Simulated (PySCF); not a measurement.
PySCF job for ammonia (H3N), SMILES N, PBE0-D3(BJ)/def2-TZVPD. Geometry optimised at PBE0-D3(BJ)/def2-TZVPD.

```python
import numpy as np
from pyscf import gto, scf, dft, df
from pyscf.hessian import thermo

mol = gto.M(
    atom='''
    N    -0.00000000   -0.00000000    0.11369221
    H    -0.81372635   -0.46980513   -0.26528183
    H     0.00000000    0.93961025   -0.26528183
    H     0.81372635   -0.46980512   -0.26528182
    ''',
    basis='def2-TZVPD',
    charge=0,
    spin=0,
    max_memory=1600,
    verbose=3,
)
mf = dft.RKS(mol, xc='pbe0').density_fit(auxbasis='def2-universal-jkfit')
mf.disp = 'd3bj'
mf.grids.level = 3
mf.conv_tol = 1e-11
mf.max_cycle = 100
mf.kernel()

# analytic Hessian; the response equations are solved on a coarser grid
h, args, fine = mf.Hessian(), (mf.mo_energy, mf.mo_coeff, mf.mo_occ), mf.grids
h.max_memory = max(150, 2.5e-5 * df.make_auxmol(mol, mf.with_df.auxbasis).nao * mol.nelec[0] * (mol.nelec[0] + mol.nao))  # MB; small integral blocks
h1ao = h.make_h1(mf.mo_coeff, mf.mo_occ)
mf.grids = dft.Grids(mol).set(level=1).build(with_non0tab=True)
mo1, mo_e1 = h.solve_mo1(*args, h1ao)
mf.grids = fine
hess = h.hess_elec(*args, mo1, mo_e1, h1ao) + h.hess_nuc()
if mf.do_disp():
    hess += h.get_dispersion()
for i in range(mol.natm):  # the analytic DFT Hessian lacks the response of the grid: restore translational invariance
    hess[i, i] -= hess[i].sum(axis=0)
hess = (hess + hess.transpose(1, 0, 3, 2)) / 2
vib = thermo.harmonic_analysis(mol, hess, imaginary_freq=False)
thermo.dump_normal_mode(mol, vib)
th = thermo.thermo(mf, vib['freq_au'][vib['freq_au'] > 0], 298.15, 101325)
thermo.dump_thermo(mol, th)
g0 = mf.nuc_grad_method().set(verbose=0).kernel()

# dipole derivatives [dipole axis, atom, xyz] from the same response
r, irp = mol.intor('int1e_r'), mol.intor('int1e_irp').reshape(3, 3, mol.nao, mol.nao)
sl, dm0, ok = mol.aoslice_by_atom(), np.array(mf.make_rdm1()), []
dmu = np.einsum('a,xt->xat', mol.atom_charges(), np.eye(3))
for a, (_, _, p0, p1) in enumerate(sl):
    dmu[:, a] += 2 * np.einsum('xtij,ij->xt', irp[:, :, :, p0:p1], dm0.reshape(-1, mol.nao, mol.nao).sum(0)[:, p0:p1])
    for u, c, occ, f in [(mo1, mf.mo_coeff, mf.mo_occ, 4)]:
        dmu[:, a] -= f * np.einsum('tui,xuv,vi->xt', u[a], r, c[:, occ > 0], optimize=True)
L = vib['norm_mode']
ir = 974.8801 * (np.einsum('xat,kat->kx', dmu, L) ** 2).sum(1)       # km/mol
apt = np.einsum('xax->a', dmu) / 3
print('mode   freq/cm-1   IR/(km/mol)')
for k, w in enumerate(vib['freq_wavenumber']):
    print(f'{k + 1:4d} {w:11.2f} {ir[k]:13.3f}')
print('max |gradient| / (hartree/bohr):', abs(g0).max())
print('APT charges:', apt.round(4))
```

Log of the run:

```
converged SCF energy = -56.5156517549463

WARN: DFTD3 does not support analytical Hessian, using finite difference


WARN: Mole.unit (angstrom) is changed to Bohr

Mode                                 0                   1                   2
Irrep
Freq [cm^-1]                     1033.8727           1662.3091           1662.3138
Reduced mass [au]                   1.1816              1.0666              1.0666
Force const [Dyne/A]                0.7441              1.7365              1.7365
Char temp [K]                    1487.5127           2391.6927           2391.6994
Normal mode                   x     y     z       x     y     z       x     y     z
       0   N                 0.00  0.00  0.11   -0.06 -0.03  0.00    0.03 -0.06  0.00
       1   H                 0.16  0.09 -0.49   -0.12 -0.06  0.24   -0.37  0.64 -0.00
       2   H                -0.00 -0.19 -0.49    0.63 -0.07 -0.13   -0.38 -0.12 -0.21
       3   H                -0.16  0.09 -0.49    0.27  0.59 -0.12    0.28  0.25  0.21
Mode                                 3                   4                   5
Irrep
Freq [cm^-1]                     3499.2021           3625.7805           3625.8008
Reduced mass [au]                   1.0263              1.0898              1.0898
Force const [Dyne/A]                7.4043              8.4411              8.4412
Char temp [K]                    5034.5727           5216.6909           5216.7201
Normal mode                   x     y     z       x     y     z       x     y     z
       0   N                -0.00  0.00 -0.04   -0.07  0.03  0.00    0.03  0.07  0.00
       1   H                 0.47  0.27  0.17    0.34  0.22  0.16   -0.53 -0.29 -0.24
       2   H                 0.00 -0.54  0.17   -0.02 -0.33  0.13    0.01 -0.65  0.25
       3   H                -0.47  0.27  0.17    0.63 -0.36 -0.28    0.05 -0.00 -0.02
temperature 298.1500 [K]
pressure 101325.00 [Pa]
Rotational constants [GHz] 298.67133 298.67133 189.29534
Symmetry number 3
Zero-point energy (ZPE) 0.03442 [Eh]   90373.558 [J/mol]
                           tot       elec      trans        rot        vib
Entropy [J/mol/K]       192.337      0.000    144.104     47.843      0.391
Cv [J/mol/K]             26.724      0.000     12.472     12.472      1.781
Cp [J/mol/K]             35.039      0.000     20.786     12.472      1.781
Internal energy [J/mol]                      3718.434   3718.434  90471.442
Internal energy [Eh]   -56.47836  -56.51565
Enthalpy [J/mol]                             6197.391   3718.434  90471.442
Enthalpy [Eh]          -56.47742
Gibbs free energy [J/mol]                  -36767.068 -10546.018  90354.987
Gibbs free energy [Eh] -56.49926
mode   freq/cm-1   IR/(km/mol)
   1     1033.87       144.915
   2     1662.31        16.492
   3     1662.31        16.492
   4     3499.20         3.670
   5     3625.78         4.981
   6     3625.80         4.982
max |gradient| / (hartree/bohr): 1.4709994450031442e-06
APT charges: [-0.4275  0.1425  0.1425  0.1425]
```

The run converged.
